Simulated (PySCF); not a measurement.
## C$_{5}$H$_{8}$S

Geometry (Å), atoms numbered from 1 in this order:
```xyz
14

C     1.707    0.351    1.421
C     0.969    0.113    0.264
C    -0.350   -0.414    0.302
C    -0.890   -1.217   -0.808
C    -1.299    0.233   -0.605
S    -0.575    1.283   -1.866
H     2.783    0.472    1.351
H     1.396    0.292    2.476
H     1.427    0.111   -0.632
H    -0.575   -0.567    1.291
H    -0.409   -1.651   -1.701
H    -1.553   -1.846   -0.203
H    -2.345    0.394   -0.284
H    -1.881    2.812   -1.362
```

Computed, not measured: PySCF 2.14.0, GIAO B3LYP/pcSseg-1 magnetisability, rotational g tensor and spin-rotation constants, non-relativistic, gas phase. Geometry: GFN2-xTB, normal-mode sample at 600 K.

The bonding changed while the geometry was optimised; results refer to the coordinates, not to the name.

(1) What are the magnetisability and the molar susceptibility?

(2) Split it along the inertial axes a, b, c into diamagnetic and paramagnetic parts about the centre of mass, with the quadrupole moment.

(3) And the rotational g tensor?

Results:

(1) Isotropic -1086 × 10⁻³⁰ J/T², or -65.4 × 10⁻⁶ cm³/mol; principal values -1290, -1025, -944 × 10⁻³⁰ J/T², anisotropy 313 × 10⁻³⁰ J/T² (root of half the summed squared differences of the principal values). The susceptibility is in cgs units.

(2) 
```tsv
axis	χ (10⁻⁶ cm³/mol)	diamagnetic (10⁻⁶ cm³/mol)	paramagnetic (10⁻⁶ cm³/mol)	summed x² of all electrons (Å²)	quadrupole Θ (D Å)
a	-62.4	-368.3	305.9	133.5	-3.51
b	-67.6	-671.0	603.3	62.2	-1.04
c	-66.2	-830.1	763.9	24.6	+4.55
```
Anisotropies 2χaa − χbb − χcc = +9.0 and 2χbb − χaa − χcc = -6.6 × 10⁻⁶ cm³/mol. Θ is traceless in Buckingham's convention.

(3) 
| axis | rotational constant (GHz) | g | nuclear part | electronic part |
| --- | --- | --- | --- | --- |
| a | 4.6047 | -0.0334 | 0.6282 | -0.6617 |
| b | 2.1197 | -0.0117 | 0.5892 | -0.6008 |
| c | 1.6481 | -0.0127 | 0.5788 | -0.5915 |

Asymmetric top; isotopes 12C, 1H, 32S; no vibrational averaging.
